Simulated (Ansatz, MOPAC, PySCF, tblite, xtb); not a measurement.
System: HClF (anion, charge -1), singlet: collinear F-H-Cl surface. Scanned: F-H distance and H-Cl distance.

Levels: GFN2-xTB, 300 K electronic temperature (tblite); RHF/aug-cc-pVDZ (PySCF); wB97X-V/aug-cc-pVDZ (PySCF); M06-2X/aug-cc-pVDZ (PySCF); RKS-PBE/aug-cc-pVDZ = restricted PBE/aug-cc-pVDZ (Ansatz, a quantum-chemistry and plane-wave program); MP2 on RHF/aug-cc-pVDZ, 6 core orbitals frozen (PySCF); CCSD on RHF/aug-cc-pVDZ, 6 core orbitals frozen (PySCF); CCSD(T) on RHF/aug-cc-pVDZ, 6 core orbitals frozen (PySCF); PM7, restricted, heats of formation (MOPAC); AM1, restricted, heats of formation (MOPAC); GFN1-xTB (xtb); RKS-B3LYP/6-31G* = PySCF with restricted B3LYP/6-31G*, spherical d; RHF/3-21G = restricted Hartree-Fock/3-21G in PySCF; RKS-BP86/6-31G* = restricted BP86/6-31G*, spherical d run with PySCF; RHF/STO-3G = restricted Hartree-Fock/STO-3G (PySCF).

Energies in kJ/mol at chosen points (x: F-H distance (Å); y: H-Cl distance (Å)), relative to x = 0.95, y = 1.95:

| method | (1.21, 1.40) | (0.87, 3.77) | (1.42, 3.19) | (1.21, 2.73) | (1.42, 1.95) | (2.75, 1.95) | (1.21, 2.15) |
|---|---|---|---|---|---|---|---|
| GFN2-xTB | 23.4 | 73.5 | 212.4 | 112.2 | 94.3 | 276.7 | 64.2 |
| RHF | 90.5 | 48.8 | 328.4 | 157.0 | 191.6 | 478.2 | 110.7 |
| wB97X-V | 54.5 | 74.9 | 286.1 | 134.5 | 142.3 | 420.7 | 81.6 |
| M06-2X | 63.3 | 74.3 | 295.0 | 139.5 | 150.2 | 437.7 | 86.0 |
| RKS-PBE/aug-cc-pVDZ | 42.3 | 81.2 | 243.7 | 114.1 | 108.9 | 347.6 | 61.3 |
| MP2 | 54.3 | 70.9 | 276.5 | 128.8 | 139.9 | 417.6 | 79.0 |
| CCSD | 61.7 | 67.3 | 282.0 | 132.0 | 150.7 | 417.8 | 84.5 |
| CCSD(T) | 57.5 | 70.0 | 275.6 | 129.1 | 142.5 | 407.0 | 80.5 |
| PM7 | 76.9 | 33.4 | 290.2 | 144.6 | 193.1 | 413.2 | 112.9 |
| AM1 | 181.9 | 12.3 | 348.6 | 193.0 | 235.3 | 591.1 | 152.9 |
| GFN1-xTB | 46.5 | 65.6 | 245.6 | 123.8 | 145.3 | 401.0 | 83.2 |
| RKS-B3LYP/6-31G* | 81.6 | 82.1 | 262.9 | 119.4 | 137.7 | 438.3 | 71.5 |
| RHF/3-21G | 138.1 | 71.0 | 304.6 | 129.9 | 187.2 | 640.4 | 87.1 |
| RKS-BP86/6-31G* | 72.7 | 84.3 | 235.9 | 105.7 | 115.8 | 385.3 | 58.1 |
| RHF/STO-3G | 170.6 | 101.9 | 405.6 | 189.4 | 288.4 | 954.0 | 137.9 |
